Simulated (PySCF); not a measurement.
Molecule: SMILES c1nnco1, C2H2N2O.

Numbering as in the mapped SMILES `[cH:1]1[n:2][n:3][cH:4][o:5]1`. Each H is labelled by its parent atom.

Spin–spin couplings on one PBE0-D3(BJ)/def2-SVP geometry, PySCF, gas phase, non-relativistic, equivalent pairs averaged; isotopes 13C, 1H, 17O, 15N; basis pcJ-1.

Q: How do the couplings (Hz) change with the functional? Times are CPU seconds on shared hosts with different chips, so compare them loosely.

A: 
| functional | functions | 1J(C1,H(C1)) | 1J(C1,O5) | 1J(N2,N3) | 1J(C1,N2) | 2J(O5,H(C1)) | 2J(N2,H(C1)) | 2J(C1,C4) | core-s |
| --- | --- | --- | --- | --- | --- | --- | --- | --- | --- |
| LDA | 155 | 196.4 | 36.3 | -24.2 | 13.0 | -24.6 | -14.3 | 9.9 | 6.8 |
| PBE | 155 | 226.6 | 36.0 | -23.9 | 10.9 | -26.8 | -14.8 | 11.2 | 12 |
| KT2 | 155 | 245.6 | 39.3 | -24.5 | 16.3 | -30.0 | -15.5 | 10.5 | 12 |
| B3LYP | 155 | 245.7 | 32.3 | -22.5 | 6.0 | -27.0 | -15.1 | 9.8 | 18 |
| PBE0 | 155 | 233.0 | 31.7 | -22.1 | 5.9 | -25.5 | -14.0 | 9.6 | 15 |
| B97-2 | 155 | 223.7 | 30.2 | -21.7 | 6.2 | -24.4 | -13.5 | 10.0 | 15 |
| BHandHLYP | 155 | 260.9 | 26.3 | -19.7 | -2.6 | -26.2 | -13.6 | 10.2 | 16 |
| CAM-B3LYP | 155 | 243.8 | 30.9 | -21.8 | 4.8 | -26.6 | -15.4 | 9.2 | 19 | Left out for a near triplet instability: HF/pcJ-1.
